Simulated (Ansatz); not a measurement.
Ansatz (an electronic-structure program) input (B3LYP-D3(BJ)/def2-TZVP):

Ansatz 0.2 input:
```yaml
crystal:
  periodic: [false, false, false]
  atoms:
    - {symbol: C, position_ang: [0.00661504, 0.01270248, 0.02238163]}
    - {symbol: H, position_ang: [-0.84926279, -0.17425998, -0.66100159]}
    - {symbol: H, position_ang: [0.16688971, 1.09690228, -0.16152493]}
    - {symbol: H, position_ang: [-0.34888601, -0.52586783, 0.92725906]}
    - {symbol: H, position_ang: [1.05795625, -0.34530473, -0.01374306]}
basis:
  gaussian:
    orbitals: def2-TZVP
hamiltonian:
  xc: b3lyp
  dispersion: d3bj
total_charge: 1
magnetization: {spin_polarized: true, initial_magnetization: 1}
relax: {f_tol: 0.002, max_steps: 150}
```

End of the output:

```
reference -1090.38415725 eV, -40.0708786902 hartree; 5, 4 occupied and 50, 51 virtual orbitals, 356 factors
relax step   5: F+E_penalty+E_count = -1090.43587636 eV  Δ(F+E_penalty+E_count) = -2.968e-6 eV  max|allowed force component| = 3.038e-4 eV/Å  Δτ_max = 0.0002 Å  (19 SCF iters, accepted)
integrals: 0.01 GiB planned
356 factors; their error is unknown
mean field: 0.11 GiB planned
mean field -1090.38399986 eV, -40.0708729059 hartree, gradient 4.3e-5 eV, S^2 0.752007; 1 other end points of the search recorded, 0 dependent functions left out
the calculation of the forces begins
reference -1090.38415725 eV, -40.0708786902 hartree; 5, 4 occupied and 50, 51 virtual orbitals, 356 factors
Total energy: -1090.43603376 eV, -40.0727851164 hartree
Atom 0 at     0.006550     0.012878     0.022606 Å, force     0.000304    -0.000083     0.000246 eV/Å
Atom 1 at    -0.910755    -0.118693    -0.607546 Å, force    -0.000075     0.000018    -0.000070 eV/Å
Atom 2 at     0.196939     1.081942    -0.254461 Å, force    -0.000088     0.000022    -0.000051 eV/Å
Atom 3 at    -0.341796    -0.614258     0.883607 Å, force    -0.000086     0.000032    -0.000054 eV/Å
Atom 4 at     1.082375    -0.297696     0.069165 Å, force    -0.000054     0.000011    -0.000072 eV/Å
Dipole moment:     0.000165    -0.000066     0.000098 e Å
```
